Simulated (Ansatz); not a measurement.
AlH2OF (SMILES [OH][AlH][F]): the electronic atomisation energy, rung by rung

The species is AlH2OF (5 atoms), meant as a singlet with charge 0. SMILES: `[OH][AlH][F]`. Geometry: a GFN2-xTB relaxation, a rough one for these elements and not checked as a minimum. This is one conformer, not always the lowest.

Each level gives the electronic atomisation energy (eV). The values are calculated. Electronic energies at fixed atoms, without zero-point motion or spin-orbit coupling.

| level | kind | program | value (eV) | less FCI/STO-3G |
| --- | --- | --- | --- | --- |
| HF/STO-3G | Hartree–Fock | Ansatz | 13.88 | -1.87 |
| r2SCAN/STO-3G | meta-GGA | Ansatz | 19.93 | +4.18 |
| PBE0/STO-3G | global hybrid | Ansatz | 19.31 | +3.56 |
| CAM-B3LYP/STO-3G | range-separated hybrid | Ansatz | 19.81 | +4.06 |
| HSE06/STO-3G | range-separated hybrid | Ansatz | 19.34 | +3.59 |
| B2PLYP/STO-3G | double hybrid | Ansatz | 18.14 | +2.39 |
| RPA@PBE/STO-3G | RPA | Ansatz | 14.70 | -1.05 |
| CCSDT/STO-3G | coupled cluster or CI | Ansatz | 15.75 | 0.00 |
| FCI/STO-3G | exact in the basis | Ansatz | 15.75 | 0.00 |

FCI/STO-3G is exact within its basis and frozen core, so for wave-function methods in that basis the difference is their error; functionals converge differently with the basis, so for them it is only a difference. The values span 13.88 to 19.93 eV. All rows use very small basis sets, so none should be taken for the real molecule's value.
